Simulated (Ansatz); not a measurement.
Input file for Ansatz (a program for electronic structure): R-wB97X-V/def2-TZVPPD on CH4 (SMILES C). Files ending in .json are basis or fitting sets from the Basis Set Exchange.

Ansatz 0.2 input:
```yaml
crystal:
  periodic: [false, false, false]
  atoms:
    - {symbol: C, position_ang: [0.00000000, 0.00000000, 0.00000000]}
    - {symbol: H, position_ang: [0.00000000, 1.08744517, 0.00000000]}
    - {symbol: H, position_ang: [-0.51262657, -0.36248173, 0.88789526]}
    - {symbol: H, position_ang: [-0.51262657, -0.36248173, -0.88789526]}
    - {symbol: H, position_ang: [1.02525314, -0.36248173, 0.00000000]}
basis:
  gaussian:
    orbitals: def2-TZVPPD.json
hamiltonian:
  xc: {name: wB97X-V}
scf: {lower_state_search: off}
```

**Question.** What total energy does the run end on?

**Answer.** -40.5165 hartree.
